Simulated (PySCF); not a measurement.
**Basis and Hamiltonian dependence of the ionisation energy of B**

B [He] 2s2 2p1 (2P) → B+ [He] 2s2 (1S). All values are computed (PySCF 2.14, energy differences of UHF-based or UKS calculations, no spin-orbit coupling). Values in eV.

```
                                                           basis       Hamiltonian  functions    UHF    LDA   PBE0  MP2 (valence)  CCSD(T) (valence)  CCSD(T) (valence and next inner shell)
                                                          6-31G*  non-relativistic         14  7.835  8.420  8.468          7.909              7.791                                     n/a
                                                        def2-SVP  non-relativistic         14  8.126  8.706    n/a          8.208              8.083                                     n/a
                                                  aug-cc-pVDZ-DK     spin-free X2C         23  8.040  8.649  8.660          8.160              8.091                                     n/a
                                                         pcseg-2  non-relativistic         30  8.011    n/a    n/a          8.205              8.136                                     n/a
                                                       def2-TZVP  non-relativistic         31  8.041    n/a  8.645          8.260              8.207                                     n/a
                                                      dyall-av2z  non-relativistic         42  8.047  8.655  8.651          8.191              8.134                                     n/a
                                                   aug-cc-pwCVTZ  non-relativistic         59  8.037  8.640  8.643          8.267              8.215                                   8.248
aug-cc-pVTZ with one added diffuse shell each of s, p, d, f type  non-relativistic         62  8.036  8.641  8.644          8.265              8.213                                     n/a
                                                      dyall-av3z     spin-free X2C         71  8.039  8.645  8.644          8.264              8.213                                     n/a
                                                      dyall-av3z  non-relativistic         71  8.042  8.647  8.647          8.267              8.215                                     n/a
                                                     dyall-acv3z  non-relativistic         76  8.042  8.647  8.647          8.267              8.216                                   8.234
                                                     aug-cc-pVQZ  non-relativistic         80  8.041  8.644  8.647          8.290              8.232                                     n/a
                                                   aug-cc-pwCVQZ  non-relativistic        109  8.042  8.646  8.647          8.295                n/a                                   8.273
                                                     aug-cc-pV5Z  non-relativistic        127  8.043  8.648  8.648          8.305              8.242                                     n/a
```

Extrapolation of CCSD(T) (valence and next inner shell) from aug-cc-pwCVTZ and aug-cc-pwCVQZ: the correlation parts are 0.212 and 0.232 eV; with the X⁻³ form and unrounded values, (4³ × 0.232 − 3³ × 0.212)/(4³ − 3³) = 0.246 eV, and adding the Hartree-Fock value 8.042 eV of the larger basis gives 8.288 eV.

Extrapolation of CCSD(T) (valence) from aug-cc-pVQZ and aug-cc-pV5Z: the correlation parts are 0.191 and 0.199 eV; with the X⁻³ form and unrounded values, (5³ × 0.199 − 4³ × 0.191)/(5³ − 4³) = 0.208 eV, and adding the Hartree-Fock value 8.043 eV of the larger basis gives 8.251 eV.

Frozen in the all-electron rows: valence: 1s2; valence and next inner shell: nothing.

Reference for a calculation without spin-orbit coupling: 8.297 eV (measured, between term centres; NIST).
